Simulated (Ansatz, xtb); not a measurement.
**C3H4F2: which of two isomers lies lower**

We compare a, `FC1(F)CC1`, a singlet, with b, `F[C@@H]1C[C@H]1F`, a singlet. Both are isolated molecules in the gas phase, relaxed with r2SCAN-D4/def2-SVP.

Quicker runs give these differences E(b) − E(a): GFN2-xTB +3.3 kcal/mol; HF/STO-3G +7.9 kcal/mol (at GFN2-xTB geometries); r2SCAN-D4/def2-SVP//GFN2-xTB +9.3 kcal/mol.

Problem. Estimate E(b) − E(a) at the level CCSD(T)/def2-SVP + ΔMP2/def2-TZVPP.

Solution. Calculated at CCSD(T)/def2-SVP + ΔMP2/def2-TZVPP: E(b) − E(a) = +7.8 kcal/mol, so structure a lies lower.

How the difference moves with the method:

```json
{"level": "GFN2-xTB", "geometry": "GFN2-xTB", "E(b) − E(a) (kcal/mol)": "+3.3", "departure from the last row (kcal/mol)": "−4.5", "job, with rough time for the two": "optimisation, 0.24 s"}
{"level": "HF/STO-3G", "geometry": "GFN2-xTB", "E(b) − E(a) (kcal/mol)": "+7.9", "departure from the last row (kcal/mol)": "+0.1", "job, with rough time for the two": "single point, 0.59 s"}
{"level": "r2SCAN-D4/def2-SVP//GFN2-xTB", "geometry": "GFN2-xTB", "E(b) − E(a) (kcal/mol)": "+9.3", "departure from the last row (kcal/mol)": "+1.5", "job, with rough time for the two": "single point, 5 s"}
{"level": "r2SCAN-D4/def2-SVP", "geometry": "r2SCAN-D4/def2-SVP", "E(b) − E(a) (kcal/mol)": "+9.3", "departure from the last row (kcal/mol)": "+1.5", "job, with rough time for the two": "optimisation, 41 s"}
{"level": "HF/def2-SVP", "geometry": "r2SCAN-D4/def2-SVP", "E(b) − E(a) (kcal/mol)": "+8.1", "departure from the last row (kcal/mol)": "+0.3", "job, with rough time for the two": "part of the CCSD(T) run"}
{"level": "MP2/def2-SVP", "geometry": "r2SCAN-D4/def2-SVP", "E(b) − E(a) (kcal/mol)": "+9.5", "departure from the last row (kcal/mol)": "+1.7", "job, with rough time for the two": "part of the CCSD(T) run"}
{"level": "CCSD(T)/def2-SVP", "geometry": "r2SCAN-D4/def2-SVP", "E(b) − E(a) (kcal/mol)": "+9.0", "departure from the last row (kcal/mol)": "+1.2", "job, with rough time for the two": "single point"}
{"level": "CCSD(T)/def2-SVP + ΔMP2/def2-TZVPP", "geometry": "r2SCAN-D4/def2-SVP", "E(b) − E(a) (kcal/mol)": "+7.8", "departure from the last row (kcal/mol)": "", "job, with rough time for the two": "single point, 39 s"}
```

As drawn, both hold the same kinds of bond in the same numbers.

None of the levels shown reverses the order. The largest departure from CCSD(T)/def2-SVP + ΔMP2/def2-TZVPP is that of GFN2-xTB, 4.5 kcal/mol. The last row adds to CCSD(T) the change of the MP2 difference between the two basis sets, here −1.2 kcal/mol.

With harmonic frequencies from r2SCAN-D4/def2-SVP (ideal gas, rigid rotor, one conformer each, 298.15 K, 1 atm): the zero-point term adds +0.1 kcal/mol; ΔH is +8.0 and ΔG +7.7 kcal/mol.

The correlated steps freeze 5 core orbitals. Mirror images aren't counted in ΔG. Run with Ansatz 0.2.0, xtb 6.7.1; the last row on 2 threads of AMD EPYC (Zen 3) on a shared host.
